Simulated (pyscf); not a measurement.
HO–SiH₂–F (SMILES O[SiH2]F) + NH₃ (SMILES N) → H₂O (SMILES O) + H₂N–SiH₂–F (SMILES N[SiH2]F), a four-centre exchange (singlet surface; O–Si, H–N broken, H–O, N–Si formed). Single points on ωB97X-D3(BJ)/def2-SVP structures (PySCF, gas phase). MP2 and CC: frozen core, UHF for open shells. ΔMP2 is the change of the MP2 total energy from the triple- to the quadruple-zeta basis. Energies in kJ/mol from the separated reactants.

Small-basis levels: PySCF, no dispersion term, spherical d functions. 

Problem. In single points HF/3-21G puts the saddle at 69.6 kJ/mol and the reaction energy at +31.9 kJ/mol. Should these be trusted to within a few kcal/mol? Compare with CCSD(T)/def2-TZVPP + ΔMP2(QZVPP).

Solution. CCSD(T)/def2-TZVPP + ΔMP2(QZVPP) gives ΔE‡ = 111.3 kJ/mol and ΔE = +39.5 kJ/mol. HF/3-21G lies 41.7 kJ/mol under it in the barrier and 7.7 kJ/mol under it in the reaction energy, so on this step it does not hold to within 12.6 kJ/mol. CCSD(T)/def2-TZVPP + ΔMP2(QZVPP) has limits of its own. On the reactant side the descent ends in an adduct with a N–Si contact, 18.5 kJ/mol under the separated species and 115.9 kJ/mol under the saddle at ωB97X-D3(BJ)/def2-TZVP. On the product side the descent ends in a complex, 19.4 kJ/mol under the separated species and 76.8 kJ/mol under the saddle at ωB97X-D3(BJ)/def2-TZVP. What is counted as formed (N–Si) is already present as a longer contact in the reactant adduct; forming that adduct is a step of its own. At ωB97X-D3(BJ)/def2-TZVP the barrier from the zero used here is 97.4 kJ/mol. This is the saddle that the search found; another between the same sides may lie lower. The CCSD(T) − MP2 part came from Ansatz, without density fitting, on the same reference.
